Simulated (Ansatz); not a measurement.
# CH₅Al (triplet): wave-function methods side by side, cc-pVDZ

An exercise on one series of results from a longer session: the logs are not shown, and one member is left open.

Computed with Ansatz 0.2.0, Gaussian basis. Level: cc-pVDZ, core rule «outside noble gas», up to 6 orbitals frozen.

To be run: UHF; CCSD(T) on ROHF; CCSD(T) on UHF; BCCD(T) on ROHF; CISD as a restricted active space (open shells left free, so some higher excitations enter); CCSDT(Q) on ROHF; CCSDT(Q) on UHF.

23 further runs of the same task are left out: 10 that didn't finish, 13 set aside as unsound or not needed. Runs told in other sessions of the task aren't counted.

### The system

The geometry is a PBE0/def2-TZVP stationary point (not a proven minimum).

7 atoms, charge 0, spin multiplicity 3.

Atoms are counted from 1 here; the program's logs count them from 0.

Bond lengths: Al1–C2 2.244 Å, Al1–H3 1.654 Å, Al1–H4 1.602 Å, C2–H5 1.093 Å, C2–H6 1.083 Å, C2–H7 1.083 Å. Angles: C2–Al1–H3 69.3°, C2–Al1–H4 106.1°, H3–Al1–H4 115.8°, Al1–C2–H5 87.2°, Al1–C2–H6 108.7°, Al1–C2–H7 110.0°, H5–C2–H6 115.7°, H5–C2–H7 115.2°, H6–C2–H7 116.0°.

Coordinates:

```
Al   -0.0756    0.0440    0.7806
C     0.0338   -0.0741   -1.4575
H     0.7854    1.3182    0.1705
H     0.7928   -1.1841    1.3321
H    -0.4616   -1.0447   -1.3779
H    -0.5650    0.7250   -1.8764
H     1.0678   -0.1093   -1.7772
```

The first run:

Contents of in.yaml:

```yaml
crystal:
  periodic: [false, false, false]
  atoms:
    - {symbol: Al, position_ang: [-0.075561, 0.043982, 0.780641]}
    - {symbol: C, position_ang: [0.033843, -0.074052, -1.457524]}
    - {symbol: H, position_ang: [0.785360, 1.318208, 0.170521]}
    - {symbol: H, position_ang: [0.792780, -1.184102, 1.332093]}
    - {symbol: H, position_ang: [-0.461553, -1.044708, -1.377941]}
    - {symbol: H, position_ang: [-0.564953, 0.725006, -1.876418]}
    - {symbol: H, position_ang: [1.067775, -0.109341, -1.777245]}
basis:
  gaussian: {orbitals: cc-pVDZ}
magnetization: {spin_polarized: true, initial_magnetization: 2}
hamiltonian: {xc: hf}
output: {orbitals: {seedname: orbitals}}
```

Command:

```sh
$ ansatz run in.yaml --threads 1 --pin off --events-out ev --progress --plain --max-ram 2393MiB
```

Steps of the session up to this table: UHF; CCSD(T) on ROHF; CCSD(T) on UHF; BCCD(T) on ROHF; CISD as a restricted active space (open shells left free, so some higher excitations enter); CCSDT(Q) on ROHF; CCSDT(Q) on UHF.

One table of the session follows, with a row left open; its other results are not shown here.

| method | from UCCSDT(Q) (meV) |
| --- | --- |
| ROHF | +6835.7 |
| UHF | +6687.9 |
| RMP2 | ? |
| UMP2 | +1335.7 |
| CISD | +740.0 |
| RCCSD | +199.1 |
| UCCSD | +195.7 |
| RCCSD(T) | +40.0 |
| UCCSD(T) | +40.2 |
| BCCD(T) | +38.1 |
| RCCSDT | +7.3 |
| UCCSDT | +6.7 |
| RCCSDT(Q) | +1.0 |
| UCCSDT(Q) | 0 |

Estimate the missing values for RMP2.

The run gave: from UCCSDT(Q) (meV): +1342.8. In the column «from UCCSDT(Q) (meV)» it lies between UMP2 (+1335.7) and UHF (+6687.9).

With the free atoms at the same levels and basis (separate runs), the atomisation energy is 17.526 eV at UCCSDT(Q), 17.506 eV at RCCSD(T), 17.504 eV at UCCSD(T), 14.222 eV at ROHF.

Caveats from the session: Restricted and unrestricted rows rest on different reference determinants; a gap between their highest levels can come from leftover correlation error, from unlike frozen cores or from another state.
